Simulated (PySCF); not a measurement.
2-methylthiazole, C4H5NS.
SMILES: `CC1=NC=CS1`

Method used: TDDFT PBE0/def2-SVPD, vertical, gas phase, core orbitals frozen in the response (PySCF 2.14.0, density-fitted response routines). Isolated species at its GFN2-xTB geometry, gas phase.

Computed states:

```csv
state,E (eV),f
S1,5.42,0.0001
S2,5.56,0.099
S3,5.81,0.0002
S4,6.40,0.046
S5,6.63,0.0004
S6,6.87,0.0002
```

Each state is given a Gaussian of 0.5 eV full width at half maximum, with ε(max) = 2.175×10⁸ f / Δν̃ (Δν̃ the width in cm⁻¹). The width is an assumption, not a result. The curve ends short of the highest state used, and states not computed would add to its high-energy end.

Q: Give the broadened spectrum and its maxima.

A: 
λ (nm), ε (L mol⁻¹ cm⁻¹) and a bar:
```
    197.7       2073 ############
    198.9       1845 ##########
    200.2       1590 #########
    201.4       1370 ########
    202.6       1186 #######
    203.9       1045 ######
    205.1        984 ######
    206.3        998 ######
    207.6       1105 ######
    208.8       1289 #######
    210.0       1554 #########
    211.3       1922 ###########
    212.5       2326 #############
    213.8       2812 ################
    215.0       3284 ###################
    216.2       3755 #####################
    217.5       4236 ########################
    218.7       4625 ##########################
    219.9       4943 ############################
    221.2       5185 #############################
    222.4       5303 ##############################
    223.6       5317 ##############################
    224.9       5216 #############################
    226.1       5024 ############################
    227.3       4752 ###########################
    228.6       4386 #########################
    229.8       4001 #######################
    231.0       3590 ####################
    232.3       3135 ##################
    233.5       2722 ###############
    234.8       2297 #############
    236.0       1935 ###########
    237.2       1607 #########
    238.5       1294 #######
    239.7       1045 ######
    240.9        833 #####
    242.2        643 ####
    243.4        500 ###
    244.6        385 ##
    245.9        286 ##
    247.1        215 #
    248.3        160 #
    249.6        115 #
    250.8         84 
    252.0         60 
    253.3         42 
    254.5         30 
    255.8         20 
    257.0         14 
    258.2         10 
    259.5          7 
    260.7          4 
    261.9          3 
    263.2          2 
    264.4          1 
    265.6          1
```

Maxima: 223 nm (5.56 eV), ε about 5300, made up of S2 (100%) (ε in L mol⁻¹ cm⁻¹; maxima over ε = 5, shares over 10%). At its high-energy end, 6.27 eV, the curve is still rising (ε about 2100, from S4).

Q: What would ε be at 5.56 eV, the highest of these maxima, with half the width (0.25 eV)?

A: About 10600 L mol⁻¹ cm⁻¹ against 5320, a factor of about 2.00; a lone state at its own centre would give exactly 2.

Q: On this curve, what absorbance would a 10⁻³ mol/L sample give at 254 nm over a 1 cm path?

A: 254 nm is 4.881 eV, where ε is about 34 L mol⁻¹ cm⁻¹, so A = ε c l ≈ 0.034 (Beer–Lambert, with the gas-phase spectrum and the assumed width).

Q: Coming from long wavelengths, where does ε first pass 100 L mol⁻¹ cm⁻¹?

A: At about 250 nm (4.96 eV), 0.46 eV below S1.
